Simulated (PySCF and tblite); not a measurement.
Values are calculated unless marked as measured or tabulated.
CH3CH2CF2CH3, C4H8F2, numbered as in [CH3:1][CH2:2][C:3]([CH3:4])([F:5])[F:6].

The ensemble was built from 90 distance-geometry starts (ETKDG and KDG, MMFF94s, GFN2-xTB) and rests on PBE0-D3(BJ)/def2-SVP geometries. Energies: PBE0-D3(BJ)/def2-TZVP (IEF-PCM, chloroform), with GFN2-xTB thermal terms (modes under about 100 cm⁻¹ blended into free rotors). Symmetry numbers and mirror images are counted. Conformers within 3 kcal/mol (GFN2-xTB free energy) were kept, 8 at most. Codes: tblite and PySCF.

Torsions listed: C1–C2–C3–F5. Of a mirror pair one member is shown.

```csv
conformer,shape,symmetry
1,-61°,C1 (pair)
2,58°,Cs
```

Task: Which of these conformers is the most populated at 298.15 K, and with what share?

Result: Conformer 1, about 61 %. The lead over the next is within the error of the method.

Task: Give the DFT energies and free energies relative to the lowest, and all weights.

Result: 
```
conformer  shape  E(DFT) kcal/mol  G(298.15 K) kcal/mol  weight %
        1   -61°             0.01                  0.00      61.3
        2    58°             0.00                  0.27      38.7
```

Task: How does its share change from 250 K to 373.15 K?

Result: From 61 % to 62 %; the mixing entropy goes from 2.17 to 2.17 cal/(mol K).
